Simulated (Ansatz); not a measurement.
CHO2 (SMILES O=[C-]O) (charge -1), closed shell: a trajectory.

Input (in.yaml):

```yaml
crystal:
  periodic: [false, false, false]
  atoms:
    - {symbol: O, position_ang: [-0.013550, 0.340030, 1.270790]}
    - {symbol: C, position_ang: [0.650630, -0.370420, 0.479450]}
    - {symbol: O, position_ang: [0.065080, -0.282230, -0.897670]}
    - {symbol: H, position_ang: [-0.702160, 0.312620, -0.852570]}
basis:
  gaussian: {orbitals: def2-SVPD}
total_charge: -1
hamiltonian: {xc: pbe0, dispersion: d4}
md: {n_steps: 30, timestep: 4, temperature: 1000, ensemble: nve, seed: 606, initial_velocities: maxwell_boltzmann}
```

Run by:

```bash
ansatz run in.yaml --threads 2 --pin off --events-out ev --progress --plain --max-ram 3481MiB
```

Output of Ansatz 0.2.0:

```
Functional definition: PBE0
  name "PBE0"
  cite "Adamo & Barone, J. Chem. Phys. 110, 6158 (1999) doi:10.1063/1.478522"
  cite "Perdew, Burke & Ernzerhof, Phys. Rev. Lett. 77, 3865 (1996) doi:10.1103/PhysRevLett.77.3865"
  parent pbe
  parameter a = 0.25
  parameter kappa = 0.804
  parameter beta = 0.06672455060314922
  exchange = (1 - a)*pbe_x(kappa = kappa, mu = beta*pi^2/3) + a*exact_x
  correlation = pbe_c(beta = beta)
603 factors; their error is unknown
mean field evaluation 1: about -5137.1775 eV, gradient 1.7e1 eV
mean field evaluation 2: about -5136.7503 eV, gradient 2.3e1 eV
mean field evaluation 4: about -5137.7234 eV, gradient 1.8e0 eV
mean field evaluation 8: about -5137.7321 eV, gradient 3.4e-2 eV
mean field -5137.73207757 eV, -188.8081713709 hartree, gradient 1.3e-5 eV, S^2 0.000000; 0 other end points of the search recorded, 0 dependent functions left out
the calculation of the forces begins
reference -5137.73210174 eV, -188.8081722591 hartree; 12, 12 occupied and 62, 62 virtual orbitals, 603 factors
md step     0: t =     0.00 fs  T =  1000.0 K  F+E_penalty+E_count = -5137.76987597 eV  E_kin = 0.258520 eV  conserved = -5137.51135597 eV  (26 SCF iters)
md step     1: t =     4.00 fs  T = 31167.8 K  F+E_penalty+E_count = -5135.97321424 eV  E_kin = 8.057507 eV  conserved = -5127.91570715 eV  (37 SCF iters, 7 dispersion substeps)
md step     2: t =     8.00 fs  T = 137589.7 K  F+E_penalty+E_count = -5133.19900594 eV  E_kin = 35.569697 eV  conserved = -5097.62930936 eV  (60 SCF iters, 17 dispersion substeps)
md step     3: t =    12.00 fs  T = 142289.1 K  F+E_penalty+E_count = -5134.63686970 eV  E_kin = 36.784586 eV  conserved = -5097.85228371 eV  (40 SCF iters, 17 dispersion substeps)
md step     4: t =    16.00 fs  T = 145926.2 K  F+E_penalty+E_count = -5135.81931447 eV  E_kin = 37.724839 eV  conserved = -5098.09447572 eV  (45 SCF iters, 15 dispersion substeps)
md step     5: t =    20.00 fs  T = 146153.8 K  F+E_penalty+E_count = -5136.04577804 eV  E_kin = 37.783671 eV  conserved = -5098.26210738 eV  (55 SCF iters, 21 dispersion substeps)
md step     6: t =    24.00 fs  T = 142387.1 K  F+E_penalty+E_count = -5134.71460546 eV  E_kin = 36.809901 eV  conserved = -5097.90470486 eV  (46 SCF iters, 21 dispersion substeps)
md step     7: t =    28.00 fs  T = 137025.0 K  F+E_penalty+E_count = -5133.31843295 eV  E_kin = 35.423707 eV  conserved = -5097.89472627 eV  (45 SCF iters, 21 dispersion substeps)
md step     8: t =    32.00 fs  T = 135785.8 K  F+E_penalty+E_count = -5132.93205411 eV  E_kin = 35.103347 eV  conserved = -5097.82870752 eV  (45 SCF iters, 21 dispersion substeps)
md step     9: t =    36.00 fs  T = 140160.8 K  F+E_penalty+E_count = -5134.32082539 eV  E_kin = 36.234365 eV  conserved = -5098.08646025 eV  (44 SCF iters, 21 dispersion substeps)
md step    10: t =    40.00 fs  T = 141797.2 K  F+E_penalty+E_count = -5133.05484216 eV  E_kin = 36.657421 eV  conserved = -5096.39742127 eV  (38 SCF iters, 21 dispersion substeps)
md step    11: t =    44.00 fs  T = 160996.3 K  F+E_penalty+E_count = -5130.69331096 eV  E_kin = 41.620766 eV  conserved = -5089.07254511 eV  (65 SCF iters, 21 dispersion substeps)
md step    12: t =    48.00 fs  T = 201596.8 K  F+E_penalty+E_count = -5130.59818368 eV  E_kin = 52.116801 eV  conserved = -5078.48138290 eV  (47 SCF iters, 17 dispersion substeps)
md step    13: t =    52.00 fs  T = 189606.6 K  F+E_penalty+E_count = -5128.98797462 eV  E_kin = 49.017101 eV  conserved = -5079.97087332 eV  (60 SCF iters, 3 dispersion substeps)
md step    14: t =    56.00 fs  T = 189181.5 K  F+E_penalty+E_count = -5129.48425923 eV  E_kin = 48.907203 eV  conserved = -5080.57705617 eV  (112 SCF iters, 3 dispersion substeps)
md step    15: t =    60.00 fs  T = 188032.7 K  F+E_penalty+E_count = -5129.08407421 eV  E_kin = 48.610205 eV  conserved = -5080.47386890 eV  (131 SCF iters, 3 dispersion substeps)
md step    16: t =    64.00 fs  T = 188935.2 K  F+E_penalty+E_count = -5129.75333216 eV  E_kin = 48.843520 eV  conserved = -5080.90981261 eV  (161 SCF iters, 3 dispersion substeps)
md step    17: t =    68.00 fs  T = 188885.0 K  F+E_penalty+E_count = -5129.82952613 eV  E_kin = 48.830555 eV  conserved = -5080.99897091 eV  (192 SCF iters, 3 dispersion substeps)
md step    18: t =    72.00 fs  T = 187806.1 K  F+E_penalty+E_count = -5129.17295306 eV  E_kin = 48.551625 eV  conserved = -5080.62132782 eV  (210 SCF iters, 3 dispersion substeps)
md step    19: t =    76.00 fs  T = 189036.8 K  F+E_penalty+E_count = -5129.64311459 eV  E_kin = 48.869797 eV  conserved = -5080.77331803 eV  (165 SCF iters, 3 dispersion substeps)
md step    20: t =    80.00 fs  T = 189418.1 K  F+E_penalty+E_count = -5128.71264794 eV  E_kin = 48.968370 eV  conserved = -5079.74427830 eV  (209 SCF iters, 3 dispersion substeps)
md step    21: t =    84.00 fs  T = 191447.4 K  F+E_penalty+E_count = -5127.56506371 eV  E_kin = 49.492971 eV  conserved = -5078.07209307 eV  (742 SCF iters, 3 dispersion substeps)
md step    22: t =    88.00 fs  T = 187541.2 K  F+E_penalty+E_count = -5126.53513321 eV  E_kin = 48.483151 eV  conserved = -5078.05198187 eV  (288 SCF iters, 3 dispersion substeps)
md step    23: t =    92.00 fs  T = 196488.3 K  F+E_penalty+E_count = -5129.46872899 eV  E_kin = 50.796144 eV  conserved = -5078.67258462 eV  (188 SCF iters, 3 dispersion substeps)
md step    24: t =    96.00 fs  T = 291477.0 K  F+E_penalty+E_count = -5116.06078164 eV  E_kin = 75.352642 eV  conserved = -5040.70813938 eV  (173 SCF iters, 3 dispersion substeps)
WARN: at step 25 the energy moved +165874.5 meV off the work of the forces, which amounts to +160407.765 K. Such steps counted: 1; another is reported when that count doubles or it is the largest. The electronic state may have changed, which in a crystal more k-points or another scf.occupations.width can prevent. At a collision, shorten md.timestep. If it recurs at most steps, use a smearing in place of tetrahedra, or tighten scf.convergence.dr2_threshold (accuracy in a Gaussian basis)
md step    25: t =   100.00 fs  T = 744867.9 K  F+E_penalty+E_count = -5114.97191325 eV  E_kin = 192.563252 eV  conserved = -4922.40866169 eV  (639 SCF iters)
md step    26: t =   104.00 fs  T = 741508.4 K  F+E_penalty+E_count = -5114.70851172 eV  E_kin = 191.694741 eV  conserved = -4923.01377072 eV  (353 SCF iters)
md step    27: t =   108.00 fs  T = 741480.1 K  F+E_penalty+E_count = -5114.70454756 eV  E_kin = 191.687435 eV  conserved = -4923.01711247 eV  (302 SCF iters)
md step    28: t =   112.00 fs  T = 741493.4 K  F+E_penalty+E_count = -5114.70830226 eV  E_kin = 191.690864 eV  conserved = -4923.01743779 eV  (243 SCF iters)
md step    29: t =   116.00 fs  T = 741514.4 K  F+E_penalty+E_count = -5114.71383491 eV  E_kin = 191.696312 eV  conserved = -4923.01752299 eV  (173 SCF iters)
md step    30: t =   120.00 fs  T = 741537.9 K  F+E_penalty+E_count = -5114.71993148 eV  E_kin = 191.702375 eV  conserved = -4923.01755690 eV  (402 SCF iters)
Total energy: -5114.71999470 eV, -187.9624929237 hartree
Atom 0 at    -4.257213     4.413761     3.249194 Å, force    -0.007903     0.005683    -0.000795 eV/Å
Atom 1 at     3.723102    -7.122385   -11.174521 Å, force    -0.000001     0.000052     0.000135 eV/Å
Atom 2 at     6.089000    -3.055710     4.213704 Å, force     0.008002    -0.005823     0.000627 eV/Å
Atom 3 at   -65.569020    60.129222    25.483227 Å, force    -0.000098     0.000088     0.000033 eV/Å
Dipole moment:    15.446785   -15.191819    -8.700267 e Å

[the SCF lines of later steps are left out]
```

The lines “mean field evaluation” count trial sets of orbitals through the whole run, from several starts and some on an approximate energy, so they need not fall steadily or lie above the final value.

Hardware: 2 CPU threads of an Arm Neoverse V2, shared host. Wall time about 57 s.


The run ended normally. The timestep is far too long for bond vibrations, so the integration is inaccurate or blows up, and the trajectory means little.